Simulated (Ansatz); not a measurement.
`[F][Mg][SH]` + NH₃ → `[NH2][Mg][F]` + H₂S  (ligand exchange at a Mg–S bond)

Gas-phase electronic energies from Ansatz, PBE0-D4/def2-TZVP geometries. CCSD(T)/CBS adds triple-zeta CCSD(T) − MP2 to the extrapolated MP2 energy (def2 sets, frozen cores). This one scheme is used for every species. DFT in def2-TZVPP. B3LYP here is the variant with VWN-RPA as its local correlation; programs differ in this. For Mg outer-core shells are correlated without core-valence functions, which leaves a few kJ/mol of doubt a bond. One conformer a species, not always the lowest.

`[F][Mg][SH]`:

Cartesian coordinates in Å:
```
F -2.141 0.085 -1.270
Mg -0.545 -0.053 -0.568
S 1.544 -0.243 0.318
H 1.143 0.211 1.520
```

NH₃:

Z-matrix (Å, degrees):
```
N
H 1 1.013
H 1 1.013 2 107.1
H 1 1.013 2 107.1 3 -114.5
```

`[NH2][Mg][F]`:

Cartesian coordinates in Å:
```
N -0.191 0.825 -0.162
Mg 0.226 -0.969 0.192
F 0.616 -2.648 0.523
H 0.234 1.410 -0.865
H -0.884 1.383 0.313
```

H₂S:

```xyz
3

S    -0.395   -0.028    0.476
H     0.312    0.962   -0.086
H     0.083   -0.934   -0.390
```

```tsv
level	ΔE (kJ/mol)	difference from CCSD(T)/CBS
LDA (SPW92)	74.3	-1.4
PBE-D4	78.0	2.3
BLYP-D4	70.8	-4.9
B97M-V	81.7	6.0
PBE0-D4	81.4	5.7
B3LYP-D4	74.1	-1.6
r2SCANh-D4	79.6	3.9
r2SCAN0-D4	81.1	5.4
CAM-B3LYP-D4	71.1	-4.6
ωB97X-V	75.0	-0.7
ωB97M-V	75.1	-0.6
B2PLYP	73.6	-2.1
PBE-QIDH	79.9	4.2
PBE	78.0	2.3
revPBE	78.8	3.1
BLYP	71.0	-4.7
r2SCAN	78.6	2.9
PBE0	81.3	5.6
B3LYP	74.0	-1.7
r2SCANh	79.6	3.9
r2SCAN0	81.1	5.4
BHLYP	77.3	1.6
CAM-B3LYP	70.9	-4.8
LC-ωPBE	74.3	-1.4
RPA@PBE/def2-TZVPP	69.0	-6.7
HF/def2-SVP	80.5	4.8
MP2/def2-SVP	70.8	-4.9
CCSD/def2-SVP	71.1	-4.6
CCSD(T)/def2-SVP	71.1	-4.6
HF/def2-TZVPP	83.0	7.3
MP2/def2-TZVPP	73.2	-2.5
SCS-MP2/def2-TZVPP	71.0	-4.7
CCSD/def2-TZVPP	73.1	-2.6
CCSD(T)/def2-TZVPP	73.3	-2.4
HF/def2-QZVPP	83.1	7.4
MP2/def2-QZVPP	74.6	-1.1
SCS-MP2/def2-QZVPP	72.6	-3.1
HF/CBS(def2)	83.1	7.4
MP2/CBS(def2)	75.6	-0.1
CCSD/CBS(def2)	75.5	-0.2
CCSD(T)/CBS	75.7	0
```

(1) What do rigid-rotor, harmonic-oscillator terms from PBE0-D4/def2-TZVP frequencies (298.15 K, 1 bar) make of the CCSD(T)/CBS value? (An estimate is asked.)

Largest T1 diagnostic among the species: 0.011.

Results:

(1) Ansatz gave: ΔZPE = -10.6 kJ/mol, ΔH = +65.6 kJ/mol, ΔS = 0 J/(mol·K), ΔG = +65.6 kJ/mol.

Leaving LDA and LC-ωPBE aside and taking each functional with its dispersion term where it has one, the values, not all of them listed here, spread over 11.0 kJ/mol, from BLYP-D4 to HSE06-D4. LDA lies −3.7 kJ/mol from PBE without D4. From BLYP to BHLYP (50 % exact exchange), in def2-TZVPP and without D4, ΔE moves by +6.3 kJ/mol. At CCSD(T), def2-SVP lies −4.6 kJ/mol from the extrapolated value and def2-TZVPP −2.4 kJ/mol.
